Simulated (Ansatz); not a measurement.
**Elastic constant C13 of some solids**

Method: PBEsol (PAW; Ansatz, an electronic-structure program). References are measured values corrected to a static lattice or taken at low temperature (these still hold zero-point motion).

Values in GPa.

```tsv
solid	reference	PBEsol	error (%)
hcp Os	218†	234	+7.3
L1₀ (CuAu-type) TiAl	75†	90.4	+21
hcp Zr	64.6	72.4	+12.1
hcp Ti	68	82.7	+22
hcp Mg	21.7	20.1	-7.4
hcp Zn	52.8	56.0	+6.1
hcp Be	11§	8.90	-19.1
hcp Y	19	23.4	+23
```

Over these 8 solids the mean error is +8.0 %, the mean absolute error 14.7 % (median 15.6 %), and the worst case hcp Y at +23 %; the value is above the reference in 6 of 8 cases.

All these references are low-temperature values that still hold zero-point motion.

Spin–orbit coupling is left out, also for the solids with elements from indium on (hcp Os); its size isn't shown.

† marks references with one source in our tables, § those from which another value on file, of any temperature, differs by over 15 %.

Differences are worked out from the printed values.

Each level is taken at its own relaxed cell. Ansatz's density-functional and Hartree–Fock values are scalar-relativistic unless marked +SOC, with PAW data made under PBE.

Ansatz's runs of these crystals have no spin polarisation.

Not in this set, of the solids of all kinds but layered and molecular ones with a reference value in our tables and a result at some level: 23 for a reference at room or unstated temperature (corundum (α-Al2O3), wurtzite AlN, chalcopyrite CdGeAs2, wurtzite CdS, hcp Cd and 18 more); 1 for sources at odds (wurtzite GaN); 1 for a high-temperature or high-pressure phase (wurtzite ZnS). These can be a level's worst cases. At least 6 more with a reference value are held back for tests. The metals Ce to Yb are counted apart.

References as tabulated in Liu et al. (2023), arXiv:2002.00005; Qi et al. (2023), arXiv:2305.11825; Clouet (2012), arXiv:1210.1082; Ferrari et al. (2019), arXiv:1905.01197 and others.
